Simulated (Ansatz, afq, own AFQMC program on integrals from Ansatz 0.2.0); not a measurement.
## CHB, triplet: AFQMC among the cluster methods

```json
{"atom": "B", "x (Å)": "0.0000", "y (Å)": "0.0000", "z (Å)": "0.3738"}
{"atom": "C", "x (Å)": "0.0000", "y (Å)": "0.0000", "z (Å)": "-1.9262"}
{"atom": "H", "x (Å)": "0.0000", "y (Å)": "0.0000", "z (Å)": "1.5525"}
```

Connectivity, by distances: BH ··· C.

Basis 6-31G. Noble-gas cores (and the filled d shells of Ga–Kr and In–Xe) are frozen. AFQMC by an in-house program on the Cholesky factors that Ansatz 0.2.0 writes for its CCSD(T) run. ph-AFQMC/CISD is guided by a CISD state made of CCSD amplitudes; releasing the constraint for a short imaginary time cuts its bias at the price of noise, slowly where states lie close. Error bars are statistical, one sigma.

Determinant: ROHF, the one that the program's search chose, which needn't be the lowest solution. The geometry is a point of a scan.

Full CI on the same integrals is exact in this basis and with this determinant's frozen core.

Cautions: lower spins were not checked; a spin-contaminated unrestricted determinant lies lower (UHF 97 meV lower, ⟨S²⟩ 2.23); strong correlation (T1 0.100, weight of the determinant 0.73, largest double 0.13); CCSD(T) is in doubt: in a space of 8 electrons in 9 natural orbitals full CI lies 81 meV below it; the released energies are still falling, so no released level is given (meV from the phaseless value at times in 1/Eh: -21 ± 8 at 0.24, -39 ± 9 at 0.51, -64 ± 14 at 0.99, -74 ± 10 at 1.62, -97 ± 14 at 2.40).

- T1 diagnostic: 0.1003
- weight of the determinant in the CISD state: 0.730
- size of the correlated space: 8 electrons in 18 orbitals

```
  level  correlation energy (eV)
    MP2                  -2.0127
   CCSD                  -3.2063
CCSD(T)                  -3.3603
```

Estimate where phaseless AFQMC with a CISD trial lies against CCSD(T) on the same integrals.

3.1 ± 0.9 kJ/mol above CCSD(T).

Reference: full CI, correlation energy -3.454 eV. The cautions show a poor starting determinant, so the rows tell how each method copes with it here, and full CI is the sure value.

```tsv
level	E − E(reference) (kJ/mol)	share of correlation (%)
CCSD(T)	9.1	97.27
CCSDT	0.3	99.91
CCSDT(Q)	-2.2	100.65
CCSDTQ	0.0	100.01
ph-AFQMC/CISD	12.2 ± 0.9	96.35
```

CCSDT and higher add their correlation energy to the determinant of the CCSD(T) run, since their own runs factorise the integrals more tightly (a shift of under 2 meV). A walk keeps the symmetry of its determinant, which the program's search chose and which needn't be the lowest solution, so a lower state of the same spin and another symmetry isn't excluded.
